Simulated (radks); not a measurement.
# N²⁺ in [He] 2s2 2p1: an all-electron calculation

The task here is to estimate one member of a computed series from the others.

Method: scalar-relativistic Kohn-Sham, BLYP, spin-polarised, spherical densities, finite nucleus; open shells are filled with parallel spins first. Code: radks (a radial shooting solver on a logarithmic mesh, Libxc functionals) version 1.

## Starting point

| Property | Result |
| --- | --- |
| element | nitrogen (Z = 7) |
| charge | +2 |
| electrons | 5 |
| configuration | [He] 2s2 2p1 |
| nuclear rms radius | 2.5582 fm |

Outer shells as boxes (Hund's rule):

N²⁺
```
[He] core
2s [↑↓]
2p [↑ ][  ][  ]
```

The first run:

Settings of this run:

```text
Z 7
configuration [He] 2s2 2p1 3s0 3p0
relativity scalar-relativistic
functional b88,lyp
spin polarised
nucleus finite rms 2.5582 fm
c 137.035999084
```

One of the session's tables, all rows but one given; the rest of the session is left out.

It belongs to the step «Shells». From the orbitals of this run (lengths in bohr):

```
  level     <r>  outermost maximum (interpolated)  90 % within
  1s up  0.2296                             0.148        0.412
1s down  0.2292                             0.148        0.411
  2s up   1.164                             0.950         1.82
2s down   1.182                             0.957         1.85
  2p up   1.125                             0.848         1.86
2p down       ?                                 ?            ?
```

Estimate the missing values for 2p down.

The run gave: <r>: 1.152; outermost maximum (interpolated): 0.859; 90 % within: 1.92. In the column «<r>» it lies between 2p up (1.125) and 2s up (1.164).

Limits of these values: Open shells are spherical and high-spin; term and fine-structure splittings are not resolved.
